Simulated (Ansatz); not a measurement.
The input, for Ansatz 0.2.0:

```yaml
crystal:
  periodic: [false, false, false]
  atoms:
    - {symbol: B, position_ang: [0.000000, 0.000000, 0.106867]}
    - {symbol: C, position_ang: [0.000000, 0.000000, -1.528596]}
    - {symbol: H, position_ang: [0.000000, 0.000000, 1.421728]}
basis:
  gaussian: {orbitals: 6-31G}
correlation: {method: fic_mrcisd_q_relaxed, electrons: outside_noble_gas, active_space: {window: {electrons: 2, orbitals: 5}}}
```

```sh
$ ansatz run in.yaml --threads 1 --pin off --events-out ev --progress --plain --max-ram 2393MiB
```

Question: Roughly how long does this take on 1 thread of Arm Neoverse V1, shared host, and how much host memory?

Answer: 2 s wall and 0.13 GiB.

```
285 factors; integrals over basis functions are off by at most 2.8e-4 eV
mean field evaluation 1: about -1709.1306 eV, gradient 1.2e1 eV
mean field evaluation 2: about -1709.1318 eV, gradient 1.2e1 eV
mean field evaluation 4: about -1709.9010 eV, gradient 2.1e0 eV
mean field evaluation 8: about -1709.9500 eV, gradient 6.8e-2 eV
mean field evaluation 16: about -1705.3493 eV, gradient 1.3e-2 eV
mean field evaluation 32: about -1705.7068 eV, gradient 2.5e0 eV
mean field -1709.94999704 eV, -62.8395033454 hartree, gradient 2.0e-6 eV, S^2 0.000000; 5 other end points of the search recorded, 0 dependent functions left out; unrestricted orbitals would lower it
reference -1709.94999704 eV, -62.8395033454 hartree; 6, 6 occupied and 14, 14 virtual orbitals, 285 factors
state -1711.24459059 eV, -62.8870787811 hartree
contracted CI cycle   1: correlation 0.00000000 eV, 0.0000000000 hartree, residual 1.16e1 eV
contracted CI cycle   2: correlation -2.66715382 eV, -0.0980160949 hartree, residual 2.76e0 eV
contracted CI cycle   3: correlation -2.83826328 eV, -0.1043042517 hartree, residual 1.35e0 eV
contracted CI cycle   4: correlation -2.88946098 eV, -0.1061857326 hartree, residual 5.40e-1 eV
...
contracted CI cycle   7: correlation -3.26194032 eV, -0.1198740957 hartree, residual 1.01e-1 eV
contracted CI cycle   8: correlation -3.26225213 eV, -0.1198855545 hartree, residual 6.10e-2 eV
contracted CI cycle   9: correlation -3.26239902 eV, -0.1198909527 hartree, residual 4.83e-2 eV
contracted CI cycle  10: correlation -3.26252894 eV, -0.1198957271 hartree, residual 4.81e-2 eV
contracted CI cycle  11: correlation -3.26262866 eV, -0.1198993918 hartree, residual 3.54e-2 eV
contracted CI cycle  12: correlation -3.26266314 eV, -0.1199006590 hartree, residual 1.63e-2 eV
contracted CI cycle  13: correlation -3.26267045 eV, -0.1199009276 hartree, residual 7.51e-3 eV
contracted CI cycle  14: correlation -3.26267224 eV, -0.1199009935 hartree, residual 3.81e-3 eV
contracted CI cycle  15: correlation -3.26267266 eV, -0.1199010089 hartree, residual 1.86e-3 eV
contracted CI cycle  16: correlation -3.26267276 eV, -0.1199010126 hartree, residual 1.04e-3 eV
state -1710.69735220 eV, -62.8669681411 hartree; corrected -1714.30267164 eV, -62.9994611866 hartree
state -1711.24459059 eV, -62.8870787811 hartree; corrected -1714.36886147 eV, -63.0018936182 hartree
1 active orbitals were swapped for others, from the solution at -1711.09317102 eV, -62.8815142145 hartree to that at -1711.24459059 eV, -62.8870787811 hartree; typed "places" are swapped only where nearly empty or full, and so, without "given_window_search", are "orbital_numbers", "shells" and a window whose orbitals a file names under [Active]
Total energy: -1714.36886147 eV, -63.0018936182 hartree
```

Natural occupations: 0.9741 0.8954 0.0675 0.0626 0.0005.
